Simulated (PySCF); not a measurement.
**HClF2: electronic structure in real space**

Aim: take HClF2 and find what binds its two fragments and compute its lowest excited states.

Computed with PySCF 2.14.0. Level: levels as typed in each script, gas phase, geometry from GFN2-xTB.

### Step 1. Starting geometry

4 atoms, charge 0, spin multiplicity 1.

Bond lengths: Cl1–H2 1.278 Å, F3–F4 1.402 Å.

As a file:

```csv
atom,x (Å),y (Å),z (Å)
Cl1,1.74499,0.05647,-0.00156
H2,1.29346,-1.13843,0.03027
F3,-1.72819,-0.69114,-0.00306
F4,-1.71162,0.71097,0.00264
```

### Step 2. Binding of the two fragments (HF/aug-cc-pvdz)

Input file input.py:

```python
import numpy as np
from pyscf import gto, scf, dft
from pyscf.scf import atom_ks, atom_hf
from scipy.linalg import block_diag
from pyscf.dispersion import dftd3

def solve(mol, dm0=None, hcore=None):
    mf = scf.UHF(mol) if mol.spin else scf.RHF(mol)
    mf = mf.density_fit(auxbasis='def2-universal-jkfit')
    mf.conv_tol, mf.max_cycle = 1e-8, 80
    if hcore is not None:
        mf.get_hcore = lambda *args: hcore
    mf.kernel(dm0)
    if not mf.converged:
        mf = mf.newton().run(mf.mo_coeff, mf.mo_occ, max_cycle=30)
    assert mf.converged, 'SCF not converged'
    return mf

mol = gto.M(atom='''
Cl     1.74499     0.05647    -0.00156
H      1.29346    -1.13843     0.03027
F     -1.72819    -0.69114    -0.00306
F     -1.71162     0.71097     0.00264
''', basis='aug-cc-pvdz', charge=0, spin=0, verbose=4)
mol_a = gto.M(atom='''
Cl     1.74499     0.05647    -0.00156
H      1.29346    -1.13843     0.03027
ghost-F     -1.72819    -0.69114    -0.00306
ghost-F     -1.71162     0.71097     0.00264
''', basis='aug-cc-pvdz', charge=0, spin=0, verbose=4)
mol_b = gto.M(atom='''
ghost-Cl     1.74499     0.05647    -0.00156
ghost-H      1.29346    -1.13843     0.03027
F     -1.72819    -0.69114    -0.00306
F     -1.71162     0.71097     0.00264
''', basis='aug-cc-pvdz', charge=0, spin=0, verbose=4)
ab, a, b = solve(mol), solve(mol_a), solve(mol_b)
e_int = ab.e_tot - a.e_tot - b.e_tot
print('counterpoise-corrected interaction energy / kcal/mol', e_int * 627.5095)
def disp(atoms, charge):
    m = gto.M(atom=atoms, charge=charge, basis='sto-3g', spin=None, unit='Bohr', verbose=0)
    return dftd3.DFTD3Dispersion(m, xc='hf', version='d3bj').get_dispersion()['energy']
e_disp = disp(mol._atom, mol.charge) - disp(mol._atom[:2], mol_a.charge) - disp(mol._atom[2:], mol_b.charge)
print('D3(BJ) part / kcal/mol', e_disp * 627.5095)
# spherically averaged free atoms, for the promolecule
atm = scf.atom_hf.get_atm_nrhf(mol)
pro = block_diag(*[(atm[a[0]][2] * atm[a[0]][3]) @ atm[a[0]][2].T for a in mol._atom])
np.savez('result.npz', e_int=e_int, e_disp=e_disp, dm_a=a.make_rdm1(), dm_b=b.make_rdm1(), c=ab.mo_coeff, occ=ab.mo_occ, eps=ab.mo_energy, pro=pro, d=[f.dip_moment(verbose=0) for f in (ab, a, b)])
```

Started as:

```
> OMP_NUM_THREADS=1 python input.py
```

### Step 4. Excited states (B3LYP/def2-svp)

Input file input.py:

```python
import numpy as np
from pyscf import gto, scf, dft, tdscf
from pyscf.scf import atom_ks, atom_hf
from scipy.linalg import block_diag

def solve(mol, dm0=None, hcore=None):
    mf = (dft.UKS if mol.spin else dft.RKS)(mol, xc='b3lyp')
    mf.grids.level = 3
    mf = mf.density_fit(auxbasis='def2-universal-jkfit')
    mf.conv_tol, mf.max_cycle = 1e-8, 80
    if hcore is not None:
        mf.get_hcore = lambda *args: hcore
    mf.kernel(dm0)
    if not mf.converged:
        mf = mf.newton().run(mf.mo_coeff, mf.mo_occ, max_cycle=30)
    assert mf.converged, 'SCF not converged'
    return mf

mol = gto.M(atom='''
Cl     1.74499     0.05647    -0.00156
H      1.29346    -1.13843     0.03027
F     -1.72819    -0.69114    -0.00306
F     -1.71162     0.71097     0.00264
''', basis='def2-svp', charge=0, spin=0, verbose=4)
mf = solve(mol)
td = mf.TDA()
td.nstates, td.singlet, td.conv_tol = 5, True, 1e-5
td.kernel()
td.analyze()
x, y = np.array([p[0] for p in td.xy]), np.array([p[1] + 0 * p[0] for p in td.xy])
f, mu = td.oscillator_strength(), td.transition_dipole()
nto = [td.get_nto(state=i + 1, verbose=4) for i in range(len(td.e))]
# spherically averaged free atoms, for the promolecule
atm = atom_ks.get_atm_nrks(mol, xc='b3lyp')
pro = block_diag(*[(atm[a[0]][2] * atm[a[0]][3]) @ atm[a[0]][2].T for a in mol._atom])
np.savez('result.npz', e=td.e, f=f, ok=td.converged, w=[n[0] for n in nto], nto=[n[1] for n in nto], x=x, y=y, c=mf.mo_coeff, occ=mf.mo_occ, eps=mf.mo_energy, pro=pro, mu=mu)
```

(Steps that only read results are left out.)

Before running it: what results should come out? Wanted: interaction energy, counterpoise; lowest singlet excitation.

**Answer**, as computed:

```
                                         quantity          value
interaction energy, counterpoise (HF/aug-cc-pvdz)  +0.5 kcal/mol
       lowest singlet excitation (B3LYP/def2-svp)        3.98 eV
```

The counterpoise-corrected interaction energy of the frozen fragments is +0.5 kcal/mol without dispersion correction and −0.1 kcal/mol with D3(BJ). The pair geometry is semi-empirical, not a minimum at this level. The geometry was not optimised at these levels.
